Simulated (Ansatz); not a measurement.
# CCSD/def2-SVP run of CH8Si2 (SMILES [SiH3]C[SiH3])

Aim: the energy change on altering one bond length of CH8Si2 at CCSD/def2-SVP, from 2 runs. 

The results are computed with Ansatz 0.2.0.

56 further runs of the same task are left out: 56 set aside as unsound or not needed.

**1. Starting point**

CH8Si2 has 11 atoms, charge 0, and is taken as a singlet. As SMILES, `[SiH3]C[SiH3]`. The coordinates come from a PBE0-D4/def2-TZVP relaxation.

Bond lengths: Si1–C2 1.872 Å, C2–Si3 1.872 Å, Si1–H4 1.488 Å, Si1–H5 1.487 Å, Si1–H6 1.487 Å, C2–H7 1.095 Å, C2–H8 1.095 Å, Si3–H9 1.487 Å, Si3–H10 1.487 Å, Si3–H11 1.488 Å. Some angles: Si1–C2–Si3 114.4°, Si1–C2–H7 108.8°, Si1–C2–H8 108.8°, Si3–C2–H7 108.8°, Si3–C2–H8 108.8°, C2–Si1–H4 111.1°, C2–Si1–H5 110.2°, C2–Si1–H6 110.2°, C2–Si3–H9 110.2°, C2–Si3–H10 110.2°.

**2. The energy at CCSD/def2-SVP**

in.yaml reads:

```yaml
crystal:
  periodic: [false, false, false]
  atoms:
    - {symbol: Si, position_ang: [-1.158980, 1.034720, -0.344660]}
    - {symbol: C, position_ang: [-0.286340, -0.621440, -0.365590]}
    - {symbol: Si, position_ang: [1.335180, -0.652340, 0.569590]}
    - {symbol: H, position_ang: [-2.435800, 0.976800, -1.106490]}
    - {symbol: H, position_ang: [-0.293510, 2.078920, -0.955560]}
    - {symbol: H, position_ang: [-1.463790, 1.436810, 1.054620]}
    - {symbol: H, position_ang: [-0.954100, -1.377620, 0.060730]}
    - {symbol: H, position_ang: [-0.099440, -0.908830, -1.405770]}
    - {symbol: H, position_ang: [1.110650, -0.304370, 1.998260]}
    - {symbol: H, position_ang: [2.282060, 0.336720, -0.011600]}
    - {symbol: H, position_ang: [1.964060, -1.999380, 0.506460]}
basis:
  gaussian: {orbitals: def2-SVP}
correlation: {method: ccsd, frozen_orbitals: {C: 1, H: 0, Si: 5}}
accuracy: high
scf: {omitted_lower_state_checks: [cluster_reference, increment]}
```

Started as:

```bash
ansatz run in.yaml --threads 1 --pin off --max-ram 3480MiB --events-out events.jsonl --progress --plain --runs-dir runs
```

What it wrote (excerpt; [...] marks lines left out):

```text
Warning: RAYON_NUM_THREADS=1 ignored (pool sized by the plan → 1); use --threads N
Functional definition: HF
  name "HF"
[...]
2074 factors; integrals over basis functions are off by at most 3.9e-9 eV
[...]
mean field -16875.93451648 eV, -620.1791545614 hartree, gradient 1.9e-8 eV, S^2 0.000000; 0 other end points of the search recorded, 0 dependent functions left out
11 core orbitals not correlated: weight in the atoms' cores, before any rotation towards them, 1.000 or more for the frozen orbitals, at most 0.000 for the correlated occupied ones
reference -16875.93451648 eV, -620.1791545614 hartree; 10, 10 occupied and 69, 69 virtual orbitals, 2074 factors
second order -9.67997817 eV of doubles, -0.00000000 eV of singles
cycle   1  -10.85357970 eV  change    -1.2e0 eV  update   7.8e-2
[...]
cycle  18  -11.30581585 eV  change   -1.6e-9 eV  update   1.8e-9
Total energy: -16887.24033233 eV, -620.5946356304 hartree
Checks for a lower state left out: cluster_reference, increment
```

Wall time 4.5 s (1 thread of AMD EPYC 9R45 (Zen 5), shared host); peak memory 0.52 GiB.

**3. The distorted shape at the same level**

input.yaml reads:

```yaml
crystal:
  periodic: [false, false, false]
  atoms:
    - {symbol: Si, position_ang: [-0.793215, 0.552222, -2.023762]}
    - {symbol: C, position_ang: [0.079425, -1.103938, -2.044692]}
    - {symbol: Si, position_ang: [1.700945, -1.134838, -1.109512]}
    - {symbol: H, position_ang: [-2.070035, 0.494302, -2.785592]}
    - {symbol: H, position_ang: [0.072255, 1.596422, -2.634662]}
    - {symbol: H, position_ang: [-1.463790, 1.436810, 1.054620]}
    - {symbol: H, position_ang: [-0.588335, -1.860118, -1.618372]}
    - {symbol: H, position_ang: [0.266325, -1.391328, -3.084872]}
    - {symbol: H, position_ang: [1.476415, -0.786868, 0.319158]}
    - {symbol: H, position_ang: [2.647825, -0.145778, -1.690702]}
    - {symbol: H, position_ang: [2.329825, -2.481878, -1.172642]}
basis:
  gaussian: {orbitals: def2-SVP}
scf: {omitted_lower_state_checks: [cluster_reference, increment]}
accuracy: high
correlation: {method: ccsd, frozen_orbitals: {C: 1, H: 0, Si: 5}}
```

Started as:

```bash
ansatz run input.yaml --threads 1 --pin off --max-ram 3480MiB --events-out events.jsonl --progress --plain --runs-dir runs
```

What it wrote (excerpt; [...] marks lines left out):

```text
Warning: RAYON_NUM_THREADS=1 ignored (pool sized by the plan → 1); use --threads N
[... 2 set-up lines as earlier in the session ...]
[...]
2028 factors; integrals over basis functions are off by at most 3.7e-9 eV
[...]
mean field -16870.62774452 eV, -619.9841342889 hartree, gradient 2.3e-8 eV, S^2 0.000000; 1 other end points of the search recorded, 0 dependent functions left out; unrestricted orbitals would lower it
11 core orbitals not correlated: weight in the atoms' cores, before any rotation towards them, 1.000 or more for the frozen orbitals, at most 0.000 for the correlated occupied ones
reference -16870.62774452 eV, -619.9841342889 hartree; 10, 10 occupied and 69, 69 virtual orbitals, 2028 factors
second order -10.24013218 eV of doubles, -0.00000000 eV of singles
cycle   1  -11.26914568 eV  change    -1.8e0 eV  update   1.5e-1
[...]
cycle  25  -12.60875309 eV  change  -5.6e-10 eV  update  7.1e-10
WARN: these amplitudes may be one of several solutions (largest doubles amplitude 0.52, level shift 2.13 eV)
Total energy: -16883.23649761 eV, -620.4474974184 hartree
Checks for a lower state left out: cluster_reference, increment
```

It took 5.7 s on 1 thread of AMD EPYC 9R45 (Zen 5), shared host; peak memory 0.52 GiB.

**4. Results**

At CCSD/def2-SVP, 11 core orbitals frozen:

| quantity | value |
| --- | --- |
| first shape: total energy | -620.59464 Eh |
| first shape: correlation energy (11 core orbitals frozen) | -415.5 mEh |
| first shape: T1 diagnostic | 0.010 |
| distorted shape: total energy | -620.44750 Eh |
| distorted shape: correlation energy (11 core orbitals frozen) | -463.4 mEh |
| distorted shape: T1 diagnostic | 0.041 |
| energy change with the Si1–H6 bond stretched from 1.487 to 3.272 Å | 4.004 eV |

What this shows: One bond (distorted shape) is far stretched, which a spin-restricted single reference describes badly; a broken-symmetry solution may lie lower. With the Si1–H6 bond stretched from 1.487 to 3.272 Å the energy rises by 4.00 eV (92 kcal/mol). The first shape isn't relaxed at this level, so the change isn't measured from a minimum. A restricted reference can't describe the breaking bond well at this length. The T1 diagnostic (distorted shape) of 0.041 is above the customary mark for such species, so a single reference may not serve. The restricted solution (distorted shape) is unstable to spin breaking: an unrestricted one lies lower.
